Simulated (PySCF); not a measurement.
A made-up structure of Si2H2O, closed shell:

```xyz
5
angstrom
O -1.1199 -0.4483 -0.8574
Si -0.2357 -0.0102 0.4454
Si 1.3181 0.4038 1.8006
H -1.4625 0.1194 1.1485
H 1.4695 -0.2265 0.2743
```

It is relaxed with PBE-D4/def2-SVP and then PBE0-D4/def2-TZVP (PySCF 2.14 with density fitting (its default auxiliary sets; JK sets also for MP2 and CCSD(T))). Atoms count as bonded within 1.22 times the sum of their covalent radii (H–H: 0.88 Å). The end point is not checked to be a true minimum.

Does its bonding change? (Judge from chemistry; the calculation decides.)

Computed: Yes. Formed: O1–Si3; broken: Si2–H5.

Where it ends: The first stage lowers the energy by 3.23 eV in 32 steps. It ends as Si₂H₂O ([O]1[SiH][SiH]1):
```
5
angstrom
O -0.0076 0.0283 -0.3814
Si -0.8923 0.2152 0.9753
Si 1.4649 0.4951 0.4850
H -2.3059 -0.0646 0.5125
H 1.7401 -0.8777 1.1277
```

Labels in which every atom is bracketed show which atoms are joined, not bond orders.

For scale, one of the runs: PBE0-D4/def2-TZVP relaxation, 117 basis functions, launched by `OMP_NUM_THREADS=2 python run.py`. The run took 26 s on 2 CPU threads of an AMD EPYC 9B45 (shared host), with 1.1 GiB of host memory at its peak.
